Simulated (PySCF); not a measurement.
Working out the ionisation energy of P

P [Ne] 3s2 3p3 (4S) → P+ [Ne] 3s2 3p2 (3P). All numbers are calculated (PySCF 2.14, scalar relativity by spin-free X2C-1e, in x2c-SVPall). Frozen: [Ne]. Energies in hartree (1 hartree = 27.21139 eV):

| part | P (lower) | P+ (upper) |
| --- | --- | --- |
| UHF | -341.402733 | -341.038009 |
| CCSD correlation | -0.078481 | -0.069723 |
| (T) | -0.001017 | -0.000946 |

Question: What does Hartree-Fock give?

Answer: (-341.038009) − (-341.402733) = 0.364724 hartree = 9.925 eV.

Question: What do CCSD and CCSD(T) give?

Answer: The CCSD correlation energies differ by 0.008758 hartree = 0.238 eV and the triples by 0.000071 hartree = 0.002 eV, so CCSD gives 10.163 eV and CCSD(T) 10.165 eV.

Measured between the centres of the two terms (NIST): 10.526 eV, so CCSD(T) (valence) is off by -0.361 eV.

A double-zeta basis recovers only part of the correlation energy.

What remains against the reference includes basis incompleteness, the frozen core and higher excitations.
